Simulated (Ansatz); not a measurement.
A nudged elastic band was laid between two geometries of FH3Si (5 atoms, charge 0, multiplicity 1).

All numbers below come from Ansatz, UKS B3LYP-D4/def2-SVP.

```yaml
movable_images: 4
climbing_image: no
spring: 5.0 eV/Å²
optimiser: quadratic models (default)
start_path: through a guess of the saddle point
force_threshold: 0.05 eV/Å
iteration_limit: 60
end_points: relaxed
```

First end point:

```xyz
5
Properties=species:S:1:pos:R:3
Si -0.036 -0.017 0.011
F 1.372 0.663 -0.442
H -0.088 -1.402 -0.527
H -0.095 -0.038 1.497
H -1.154 0.794 -0.539
```

Last end point:

```xyz
5
Properties=species:S:1:pos:R:3
Si -0.872 -0.192 0.370
F 1.107 -0.259 -0.683
H 1.069 -1.133 -1.012
H -0.171 0.410 1.588
H -1.133 1.174 -0.263
```

Question: Which bonds break or form, and what moves?

Answer: Bonds broken: Si1–H3. Bonds formed: F2–H3. FH3Si becomes FH + H2Si.

Question: Give the energies along the band, and the barrier.

Answer: The run converged. The highest image is number 3 of 0 to 5, 3.55 eV above the first end and 0.30 eV above the last; the last end lies 3.25 eV above the first. Neighbouring images differ by up to 1.6 eV, so the band resolves the path poorly. No image climbed, so the highest image needn't sit at the top of the path. The orbitals stay closed-shell, which can raise the energy where a bond breaks towards radicals; this wasn't checked here.

```json
{"image": "0", "path coordinate (Å)": "0.00", "energy (eV)": "0.00", "Si1–H3 (Å)": "1.49", "F2–H3 (Å)": "2.53"}
{"image": "1", "path coordinate (Å)": "0.42", "energy (eV)": "0.42", "Si1–H3 (Å)": "1.48", "F2–H3 (Å)": "2.15"}
{"image": "2", "path coordinate (Å)": "0.85", "energy (eV)": "1.94", "Si1–H3 (Å)": "1.50", "F2–H3 (Å)": "1.70"}
{"image": "3", "path coordinate (Å)": "1.27", "energy (eV)": "3.55", "Si1–H3 (Å)": "1.64", "F2–H3 (Å)": "1.26"}
{"image": "4", "path coordinate (Å)": "1.70", "energy (eV)": "3.35", "Si1–H3 (Å)": "2.05", "F2–H3 (Å)": "0.96"}
{"image": "5", "path coordinate (Å)": "2.12", "energy (eV)": "3.25", "Si1–H3 (Å)": "2.56", "F2–H3 (Å)": "0.93"}
```

Question: What is the geometry of the highest image?

Answer: 
```xyz
5
Properties=species:S:1:pos:R:3
Si -0.455 -0.183 0.163
F 1.260 -0.004 -0.659
H 0.590 -1.072 -0.742
H -0.194 0.239 1.584
H -1.201 1.020 -0.347
```

Run time: 46 s on 1 thread of Intel(R) Xeon(R) Processor @ 2.70GHz (shared host), peak memory 0.12 GiB.
